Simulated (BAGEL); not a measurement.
**HF/aug-cc-pVDZ (density fitting with qzvpp-jkfit) run of BH5S (B(H2S)H3)**

What is the vertical electron affinity of BH5S (B(H2S)H3) at HF/aug-cc-pVDZ (density fitting with qzvpp-jkfit)? 

Program for the calculation: BAGEL 1.2.2.

2 further runs of the same task are left out: 2 set aside as unsound or not needed.

### 1 The system as given

BH5S: 7 atoms, total charge 0, spin state singlet. SMILES: `[H]B([H])([H])<-S`. The shape is that of a GFN2-xTB optimisation.

Bond lengths: B1–S2 2.040 Å, S2–H3 1.336 Å, S2–H4 1.337 Å, B1–H5 1.181 Å, B1–H6 1.184 Å, B1–H7 1.181 Å. Angles: B1–S2–H3 98.0°, B1–S2–H4 98.0°, S2–B1–H5 102.5°, S2–B1–H6 103.4°, S2–B1–H7 102.5°, H3–S2–H4 92.0°, H5–B1–H6 115.4°, H5–B1–H7 114.9°, H6–B1–H7 115.4°.

### 2 The energy at HF/aug-cc-pVDZ (density fitting with qzvpp-jkfit)

Input file input.json:

```json
{ "bagel" : [

{
  "title" : "molecule",
  "basis" : "aug-cc-pvdz.json",
  "df_basis" : "qzvpp-jkfit",
  "angstrom" : true,
  "geometry" : [
    { "atom" : "B", "xyz" : [    0.127630,   -0.217240,   -0.817090 ] },
    { "atom" : "S", "xyz" : [    0.134050,   -0.231310,    1.222430 ] },
    { "atom" : "H", "xyz" : [    0.506250,    1.037510,    1.415020 ] },
    { "atom" : "H", "xyz" : [   -1.154430,    0.067690,    1.414850 ] },
    { "atom" : "H", "xyz" : [    1.280190,   -0.216980,   -1.075620 ] },
    { "atom" : "H", "xyz" : [   -0.453000,    0.779570,   -1.081760 ] },
    { "atom" : "H", "xyz" : [   -0.440700,   -1.219250,   -1.077830 ] }
  ]
},
{
  "title" : "hf"
},
{
  "title" : "print",
  "file" : "orbitals.molden",
  "orbitals" : true
}

]}
```

The basis set aug-cc-pVDZ is read from a file made from the Basis Set Exchange's data (not shown).

Run with:

```console
$ BAGEL_NUM_THREADS=1 BAGEL input.json > input.out
```

Log:

```text
* using 1 threads per process

  ===============================================================
  ===============================================================

  *** Geometry ***

  { "atom" : "B", "xyz" : [      0.241186,     -0.410524,     -1.544076 ] },
  { "atom" : "S", "xyz" : [      0.253318,     -0.437113,      2.310058 ] },
  { "atom" : "H", "xyz" : [      0.956674,      1.960610,      2.674000 ] },
  { "atom" : "H", "xyz" : [     -2.181557,      0.127916,      2.673679 ] },
  { "atom" : "H", "xyz" : [      2.419208,     -0.410033,     -2.032627 ] },
  { "atom" : "H", "xyz" : [     -0.856046,      1.473174,     -2.044230 ] },
  { "atom" : "H", "xyz" : [     -0.832802,     -2.304049,     -2.036804 ] },

  Number of auxiliary basis functions:      293

  Since a DF basis is specified, we compute 2- and 3-index integrals:
    o Being stored without compression. Storage requirement is 0.021 GB

  Number of basis functions:       95
  Number of electrons      :       26

    * METHOD: MOLECULE                             0.11

  *** RHF ***

  === Nuclear Repulsion ===
    54.1895368053

      * DIIS with orbital gradients will be used.

  === RHF iteration (aug-cc-pvdz.json) ===
      0       -424.84627750          0.02466409           0.03
      1       -425.05636421          0.01020953           0.03
      2       -425.08704166          0.00158586           0.03
      3       -425.08863426          0.00032314           0.03
      4       -425.08870910          0.00007967           0.03
      5       -425.08871391          0.00001506           0.03
      6       -425.08871404          0.00000439           0.03
      7       -425.08871405          0.00000130           0.03
      8       -425.08871405          0.00000041           0.03
      9       -425.08871405          0.00000010           0.03
     10       -425.08871405          0.00000003           0.03
     11       -425.08871405          0.00000001           0.03
    * SCF iteration converged.

    * Permanent dipole moment:
           (    0.250561,    -0.426609,    -1.389467) a.u.

    * METHOD: HF                                   0.45

    * METHOD: PRINT                                0.04

  ===============================================================
```

Run time: 0.89 s. Hardware: 1 thread of AMD EPYC 7B13 (Zen 3), shared host; peak memory 0.082 GiB.

### 3 The doublet anion

Input file hf.json:

```json
{ "bagel": [

{
  "title": "molecule",
  "basis": "aug-cc-pvdz.json",
  "df_basis": "qzvpp-jkfit",
  "angstrom": "true",
  "geometry": [
    { "atom": "B", "xyz": [    0.127630,   -0.217240,   -0.817090 ] },
    { "atom": "S", "xyz": [    0.134050,   -0.231310,    1.222430 ] },
    { "atom": "H", "xyz": [    0.506250,    1.037510,    1.415020 ] },
    { "atom": "H", "xyz": [   -1.154430,    0.067690,    1.414850 ] },
    { "atom": "H", "xyz": [    1.280190,   -0.216980,   -1.075620 ] },
    { "atom": "H", "xyz": [   -0.453000,    0.779570,   -1.081760 ] },
    { "atom": "H", "xyz": [   -0.440700,   -1.219250,   -1.077830 ] }
  ]
},
{ "title": "uhf", "charge": -1, "nopen": 1 },
{ "title": "print", "file": "orbitals.molden", "orbitals": "true" }

]}
```

The basis set aug-cc-pVDZ is read from a file made from the Basis Set Exchange's data (not shown).

Run with:

```console
$ BAGEL_NUM_THREADS=1 BAGEL hf.json > hf.out
```

Log:

```text
* using 1 threads per process

  ===============================================================
  ===============================================================

  *** Geometry ***

  { "atom" : "B", "xyz" : [      0.241186,     -0.410524,     -1.544076 ] },
  { "atom" : "S", "xyz" : [      0.253318,     -0.437113,      2.310058 ] },
  { "atom" : "H", "xyz" : [      0.956674,      1.960610,      2.674000 ] },
  { "atom" : "H", "xyz" : [     -2.181557,      0.127916,      2.673679 ] },
  { "atom" : "H", "xyz" : [      2.419208,     -0.410033,     -2.032627 ] },
  { "atom" : "H", "xyz" : [     -0.856046,      1.473174,     -2.044230 ] },
  { "atom" : "H", "xyz" : [     -0.832802,     -2.304049,     -2.036804 ] },

  Number of auxiliary basis functions:      293

  Since a DF basis is specified, we compute 2- and 3-index integrals:
    o Being stored without compression. Storage requirement is 0.021 GB

  Number of basis functions:       95
  Number of electrons      :       26

    * METHOD: MOLECULE                             0.13

  *** Open-shell HF ***

  === Nuclear Repulsion ===
    54.1895368053

      * DIIS with orbital gradients will be used.

  === UHF iteration (aug-cc-pvdz.json) ===
      0       -424.47927121          0.06401361           0.06
      1       -424.82432867          0.05665618           0.07
      2       -425.01755934          0.02148469           0.06
      3       -425.06199142          0.00282254           0.06
      4       -425.06409292          0.00069805           0.06
      5       -425.06449177          0.00024514           0.06
      6       -425.06460491          0.00014482           0.06
      7       -425.06466172          0.00008307           0.06
      8       -425.06468810          0.00003828           0.06
      9       -425.06469289          0.00001206           0.06
     10       -425.06469320          0.00000450           0.06
     11       -425.06469326          0.00000197           0.06
     12       -425.06469328          0.00000063           0.06
     13       -425.06469328          0.00000029           0.05
     14       -425.06469328          0.00000016           0.05
     15       -425.06469328          0.00000010           0.06
     16       -425.06469328          0.00000003           0.05
     17       -425.06469328          0.00000002           0.06
     18       -425.06469328          0.00000001           0.06
     19       -425.06469328          0.00000001           0.06
    * SCF iteration converged.

    * S^2 (UHF) is 0.7506

    * Permanent dipole moment:
           (   -0.988508,     1.682689,     0.915078) a.u.

    * METHOD: UHF                                  1.28

    * METHOD: PRINT                                0.04

  ===============================================================
```

Run time: 1.8 s. Hardware: 1 thread of AMD EPYC 7B13 (Zen 3), shared host; peak memory 0.082 GiB.

### 4 Outcome

At HF/aug-cc-pVDZ (density fitting with qzvpp-jkfit):

| quantity | value |
| --- | --- |
| singlet BH5S: total energy | -425.08871 Eh |
| singlet BH5S: dipole moment | 3.75 D |
| singlet BH5S: HOMO energy | -11.71 eV |
| singlet BH5S: LUMO energy | 0.71 eV |
| singlet BH5S: HOMO–LUMO gap | 12.42 eV |
| doublet anion: total energy | -425.06469 Eh |
| doublet anion: ⟨S²⟩ | 0.751 |
| vertical electron affinity (to the doublet anion) | -0.654 eV |

In words: The anion lies 0.65 eV (15.1 kcal/mol) above the neutral: the electron isn't bound at this level, and such a value depends on the basis. Hartree–Fock misses the correlation that binds many anions.
